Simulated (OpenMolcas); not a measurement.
**One shape, several levels: CH4Si (SMILES C[SiH])**

Wanted: a comparison of 6 runs (HF/def2-TZVP, B3LYP/6-31G*, B2PLYP/def2-TZVP, BLYP/def2-TZVP, M06-L/def2-TZVP, SVWN5/def2-TZVP) of CH4Si. 

The results are computed with OpenMolcas 26.06.

1 further run of the same task is left out (set aside as unsound or not needed).

### Step 1. Starting point

CH4Si has 6 atoms, charge 0, and is taken as a singlet. As SMILES, `C[SiH]`. The shape is that of a PBE0-D4/def2-TZVP optimisation.

Bond lengths: C1–Si2 1.892 Å, C1–H3 1.098 Å, C1–H4 1.091 Å, C1–H5 1.098 Å, Si2–H6 1.531 Å. Angles: C1–Si2–H6 94.2°, Si2–C1–H3 109.7°, Si2–C1–H4 113.8°, Si2–C1–H5 109.5°, H3–C1–H4 109.0°, H3–C1–H5 105.5°, H4–C1–H5 109.0°.

### Step 2. Energy and gradient at HF/def2-TZVP (run 1)

mol.inp reads:

```
&GATEWAY
  BasLib
  $CurrDir
  Coord
  6
  angstrom
  C       -0.093500      -0.366000      -0.370300
  Si       0.917300       0.209800       1.122300
  H       -1.156900      -0.410100      -0.102200
  H        0.215000      -1.335600      -0.763000
  H       -0.024000       0.382000      -1.170800
  H        0.142200       1.520000       1.284000
  Basis
  def2-TZVP
  Group
  NoSym

&SEWARD

&SCF
  Thresholds
  1e-10 1e-07 1e-07 1e-05
  PrOrbitals
  1

&ALASKA
```

The basis set def2-TZVP is read from a file made from the Basis Set Exchange's data (not shown).

Command:

```sh
export MOLCAS_MEM=1860
pymolcas mol.inp > mol.log
```

The log of the run:

```text
--- Start Module: gateway ---
[...]
--- Stop Module: gateway /rc=_RC_ALL_IS_WELL_ ---
[...]
      Basis functions           92
[...]
--- Start Module: scf ---
[...]
       Convergence after  12 Iterations
[...]
::    Total SCF energy                               -329.0873945235
[...]
      Total spin, S                                     0.0000000000
[...]
      Total electronic charge=   24.000000
      Total            charge=   -0.000000
[...]
      Dipole Moment (debye):
      Origin of the operator (angstrom)=    0.5388    0.0372    0.5953
                   X= -7.1542E-01               Y= -1.1778E-01               Z= -8.3959E-01           Total=  1.1093E+00
      Quadrupole Moment (debye*angstrom):
[...]
--- Stop Module: scf /rc=_RC_ALL_IS_WELL_ ---
[...]
--- Start Module: alaska ---
[...]
 *              Molecular gradients               *
 **************************************************
  Irreducible representation: a
 ------------------------------------------------------------------------------------------
                              X                       Y                       Z
 ------------------------------------------------------------------------------------------
  C1                4.45133657614472E-03    2.10785072790043E-03    6.36614094871257E-03
  SI2               3.02799044816560E-03   -5.84075709845777E-03   -1.19590361104027E-03
  H3               -5.30354428225133E-03    7.96131330970090E-04    9.98035352462567E-04
  H4                1.93473804610556E-03   -4.67959142976504E-03   -1.44912758541560E-03
  H5               -4.96419552602559E-04    4.13397372676405E-03   -3.52607046157782E-03
  H6               -3.61410123557815E-03    3.48239274258777E-03   -1.19307464311136E-03
 ------------------------------------------------------------------------------------------
[...]
```

Run time: 12 s. Hardware: 1 thread of Intel Xeon Platinum 8259CL at 2.50GHz (Skylake/Cascade Lake), shared host; peak memory 0.51 GiB.

### Step 3. Energy and gradient at B3LYP/6-31G(d) (Cartesian functions) (run 2)

mol.inp reads:

```
&GATEWAY
 BasLib
 $CurrDir
 Coord
 6
 angstrom
 C       -0.093500      -0.366000      -0.370300
 Si       0.917300       0.209800       1.122300
 H       -1.156900      -0.410100      -0.102200
 H        0.215000      -1.335600      -0.763000
 H       -0.024000       0.382000      -1.170800
 H        0.142200       1.520000       1.284000
 Basis
 6-31Gs
 Group
 NoSym

&SEWARD
 GridInput
 Grid=UltraFine
 End of Grid

&SCF
 KSDFT
 B3LYP
 Thresholds
 1e-10 1e-07 1e-07 1e-05
 PrOrbitals
 1 2

&ALASKA
```

The basis set 6-31G* is read from a file made from the Basis Set Exchange's data (not shown).

Command:

```sh
export MOLCAS_MEM=1860
pymolcas mol.inp > mol.log
```

The log of the run:

```text
--- Start Module: gateway ---
[...]
--- Stop Module: gateway /rc=_RC_ALL_IS_WELL_ ---
[...]
      Basis functions           42
[...]
--- Start Module: scf ---
[...]
       Convergence after  12 Iterations
[...]
::    Total KS-DFT energy                            -329.9415784787
[...]
      Total spin, S                                     0.0000000000
[...]
      Total electronic charge=   24.000000
      Total            charge=   -0.000000
[...]
      Dipole Moment (debye):
      Origin of the operator (angstrom)=    0.5388    0.0372    0.5953
                   X= -8.7619E-01               Y= -6.5045E-02               Z= -9.7095E-01           Total=  1.3095E+00
      Quadrupole Moment (debye*angstrom):
[...]
--- Stop Module: scf /rc=_RC_ALL_IS_WELL_ ---
[...]
--- Start Module: alaska ---
[...]
 *              Molecular gradients               *
 **************************************************
  Irreducible representation: a
 ------------------------------------------------------------------------------------------
                              X                       Y                       Z
 ------------------------------------------------------------------------------------------
  C1                1.99681680780461E-03    4.54959822517420E-04    2.49535278371837E-03
  SI2              -5.06175476789661E-03   -8.05953094897227E-04   -5.94371001593874E-03
  H3                2.25109859722172E-03    7.02764181222171E-04    2.98574469055013E-04
  H4               -1.07676209248675E-04    1.74330822547342E-03    1.16519804845749E-03
  H5                1.96693943627691E-04   -7.38192482101940E-04    2.22365368514366E-03
  H6                7.24821628494965E-04   -1.35688665219647E-03   -2.39068970450895E-04
 ------------------------------------------------------------------------------------------
[...]
```

Wall time 14 s (1 thread of Intel Xeon Platinum 8259CL at 2.50GHz (Skylake/Cascade Lake), shared host); peak memory 0.38 GiB.

Runs 3 to 4 aren't shown in full; the table further down has their settings and results.

### Step 4. Energy and gradient at M06-L/def2-TZVP (run 5)

mol.xyz reads:

```xyz
6

C     -0.093500    -0.366000    -0.370300
Si     0.917300     0.209800     1.122300
H     -1.156900    -0.410100    -0.102200
H      0.215000    -1.335600    -0.763000
H     -0.024000     0.382000    -1.170800
H      0.142200     1.520000     1.284000
```

job.inp reads:

```
&GATEWAY
BasLib
$CurrDir
Coord
mol.xyz
Basis
def2-TZVP
Group
NoSym
&SEWARD
GridInput
Grid=UltraFine
End of Grid
&SCF
KSDFT
M06L
Thresholds
1e-10 1e-07 1e-07 1e-05
PrOrbitals
0
&ALASKA
```

The basis set def2-TZVP is read from a file made from the Basis Set Exchange's data (not shown).

Command:

```sh
export MOLCAS_MEM=1860
pymolcas job.inp > job.log
```

The log of the run:

```text
--- Start Module: gateway ---
[...]
--- Stop Module: gateway /rc=_RC_ALL_IS_WELL_ ---
[...]
      Basis functions           92
[...]
--- Start Module: scf ---
[...]
       Convergence after  14 Iterations
[...]
::    Total KS-DFT energy                            -329.9459688167
[...]
      Total spin, S                                     0.0000000000
[...]
      Total electronic charge=   24.000000
      Total            charge=   -0.000000
[...]
      Dipole Moment (debye):
      Origin of the operator (angstrom)=    0.5388    0.0372    0.5953
                   X= -7.1218E-01               Y= -1.5092E-01               Z= -8.6207E-01           Total=  1.1283E+00
      Quadrupole Moment (debye*angstrom):
[...]
--- Stop Module: scf /rc=_RC_ALL_IS_WELL_ ---
[...]
--- Start Module: alaska ---
[...]
 *              Molecular gradients               *
 **************************************************
  Irreducible representation: a
 ------------------------------------------------------------------------------------------
                              X                       Y                       Z
 ------------------------------------------------------------------------------------------
  C1                3.20621279676914E-04   -9.04360838934082E-04   -2.56010758136416E-04
  SI2               1.93085141264593E-03   -2.55968932653416E-03    1.12874773968485E-04
  H3               -2.62766249624358E-03    2.40219927553187E-04    1.33944839430705E-03
  H4                1.39425193942344E-03   -1.91824134427510E-03    4.27360606904958E-05
  H5                5.13603369567989E-04    2.44355130369689E-03   -1.64985082043589E-03
  H6               -1.53166550506789E-03    2.69852027849060E-03    4.10802349584127E-04
 ------------------------------------------------------------------------------------------
[...]
```

It took 49 s on 1 thread of Intel Xeon Platinum 8259CL at 2.50GHz (Skylake/Cascade Lake), shared host; peak memory 0.51 GiB.

### Step 5. Energy and forces at SVWN5/def2-TZVP (run 6)

coord.xyz reads:

```xyz
6

C     -0.093500    -0.366000    -0.370300
Si     0.917300     0.209800     1.122300
H     -1.156900    -0.410100    -0.102200
H      0.215000    -1.335600    -0.763000
H     -0.024000     0.382000    -1.170800
H      0.142200     1.520000     1.284000
```

run.input reads:

```
&GATEWAY
  BasLib=$CurrDir
  Coord=coord.xyz
  Basis=def2-TZVP
  Group=NoSym

&SEWARD
  GridInput
  Grid=UltraFine
  End of Grid

&SCF
  KSDFT=SVWN5
  Thresholds=1e-10 1e-07 1e-07 1e-05
  PrOrbitals=1 2

&ALASKA
```

The basis set def2-TZVP is read from a file made from the Basis Set Exchange's data (not shown).

Command:

```sh
export MOLCAS_MEM=1860
pymolcas run.input > run.log
```

The log of the run:

```text
--- Start Module: gateway ---
[...]
--- Stop Module: gateway /rc=_RC_ALL_IS_WELL_ ---
[...]
      Basis functions           92
[...]
--- Start Module: scf ---
[...]
       Convergence after  15 Iterations
[...]
::    Total KS-DFT energy                            -328.4020211051
[...]
      Total spin, S                                     0.0000000000
[...]
      Total electronic charge=   24.000000
      Total            charge=   -0.000000
[...]
      Dipole Moment (debye):
      Origin of the operator (angstrom)=    0.5388    0.0372    0.5953
                   X= -7.6702E-01               Y= -1.6016E-01               Z= -9.2723E-01           Total=  1.2140E+00
      Quadrupole Moment (debye*angstrom):
[...]
--- Stop Module: scf /rc=_RC_ALL_IS_WELL_ ---
[...]
--- Start Module: alaska ---
[...]
 *              Molecular gradients               *
 **************************************************
  Irreducible representation: a
 ------------------------------------------------------------------------------------------
                              X                       Y                       Z
 ------------------------------------------------------------------------------------------
  C1               -5.74660526144899E-03   -2.16102832960319E-03   -7.67573163250068E-03
  SI2              -3.64402433766564E-04    4.77461117257616E-03    3.17952634436836E-03
  H3                5.48045448202483E-03   -5.34782040808618E-04   -1.28209446342492E-03
  H4               -1.89775983773799E-03    4.91267306175081E-03    1.63916842572487E-03
  H5                1.66591716847936E-04   -4.24089157549012E-03    3.69581540968422E-03
  H6                2.36172133403101E-03   -2.75058228844749E-03    4.43315916120235E-04
 ------------------------------------------------------------------------------------------
[...]
```

It took 28 s on 1 thread of Intel Xeon Platinum 8259CL at 2.50GHz (Skylake/Cascade Lake), shared host; peak memory 0.51 GiB.

### Step 6. Overview of the runs

| run | level | Cartesian functions | integration grid | energy (Eh) | dipole moment (D) | HOMO energy (eV) | LUMO energy (eV) | wall time |
| --- | --- | --- | --- | --- | --- | --- | --- | --- |
| 1 | HF/def2-TZVP | no | – | -329.087395 | 1.11 | -8.66 | 0.68 | 12 s |
| 2 | B3LYP/6-31G* (Cartesian functions) | yes | UltraFine | -329.941578 | 1.31 | -5.98 | -2.63 | 14 s |
| 3 | B2PLYP/def2-TZVP | no | UltraFine | -329.792371 | 1.04 | -7.18 | -1.29 | 25 s |
| 4 | BLYP/def2-TZVP | no | UltraFine | -329.933636 | 1.06 | -5.15 | -3.27 | 38 s |
| 5 | M06-L/def2-TZVP | no | UltraFine | -329.945969 | 1.13 | -5.39 | -3.04 | 49 s |
| 6 | SVWN5/def2-TZVP | no | UltraFine | -328.402021 | 1.21 | -5.31 | -3.59 | 28 s |

### Step 7. Results

| quantity | value |
| --- | --- |
| run 6: total energy | -328.40202 Eh |
| run 6: dipole moment | 1.21 D |
| run 6: HOMO energy | -5.31 eV |
| run 6: LUMO energy | -3.59 eV |
| run 6: HOMO–LUMO gap | 1.72 eV |
| run 6: largest force on an atom | 0.505 eV/Å |

**Reading.** The dipole moment (its size) runs from 1.04 D (B2PLYP/def2-TZVP) to 1.31 D (B3LYP/6-31G*). The two ends differ in method and basis. A double hybrid's value is that of its SCF part. The HOMO–LUMO gap runs from 1.72 eV (SVWN5/def2-TZVP) to 9.34 eV (HF/def2-TZVP). Exact exchange widens orbital gaps. For B2PLYP the log adds the whole second-order term; the table takes 0.27 of it, as the functional is defined. Totals of different functionals can't be ranked against each other. All runs together took 2.7 min, the longest 49 s.
